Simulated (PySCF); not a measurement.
**MgB+: from the state search to spectroscopic constants**

One table from this session's results is given with a row withheld; the runs are named, their logs left out.

Program: PySCF 2.14.0. Level of theory: Mg cc-pVDZ, B cc-pVDZ, no relativity. These are calculated values, not measurements.

The first run:

The job is set up so:

* atoms: Mg, B
* charge: 1
* basis: Mg cc-pVDZ, B cc-pVDZ
* Hamiltonian: no relativity
* basis functions: 32
* electrons treated: 16
* masses in u: 23.9850, 11.0093
* levels: PBE0, PBE, r²SCAN, r²SCAN0, M06-2X, M06, HF, MP2, SCS-MP2, CCSD, CCSD(T)
* grid: 80 radial by 434 angular points
* occupations: held fixed by the projection of orbital angular momentum
* dissociation limit: Mg+ + B, each in its ground configuration
* starting distance in angstrom: 2.270
* values of 2S to try: 0, 2

On the command line:

```
$ OMP_NUM_THREADS=1 python dia.py task.json out
```

Steps of the session up to this table: Input; First curve: PBE0; Excited determinants; PBE (GGA); r²SCAN; r²SCAN0 (hybrid meta-GGA); M06-2X; M06; RHF (mean field); MP2 and coupled cluster.

One table of the session follows, with a row left open; its other results are not shown here.

Energy (eV) from each level's lowest point:

```
R (Å)    RHF  RHF-MP2  RHF-SCS-MP2  RHF-CCSD  RHF-CCSD(T)
2.239  0.343    0.309        0.317       n/a          n/a
2.343  0.160    0.135        0.141     0.144        0.143
2.447      ?        ?            ?         ?            ?
2.525  0.015    0.007        0.009     0.010        0.010
2.603  0.000    0.000        0.000     0.000        0.000
2.681  0.004    0.013        0.011     0.010        0.010
2.785  0.034    0.055        0.049     0.047        0.046
2.915  0.096    0.133        0.123     0.121        0.118
3.071  0.195    0.251        0.236     0.233        0.227
3.280  0.346    0.427        0.405       n/a          n/a
```

Q: Estimate the row for R (Å) = 2.447 from the others.

Worked estimate for «RHF». A straight line through the neighbours (2.343, 0.160) and (2.525, 0.015) gives 0.160 + (0.015 − 0.160) × (2.447 − 2.343) / (2.525 − 2.343) = 0.077; a parabola fitted to 4 rows on both sides gives 0.052.

The run gave: RHF: 0.056; RHF-MP2: 0.039; RHF-SCS-MP2: 0.043; RHF-CCSD: 0.045; RHF-CCSD(T): 0.045. In «RHF» the line misses by +0.021 and the parabola by -0.004.
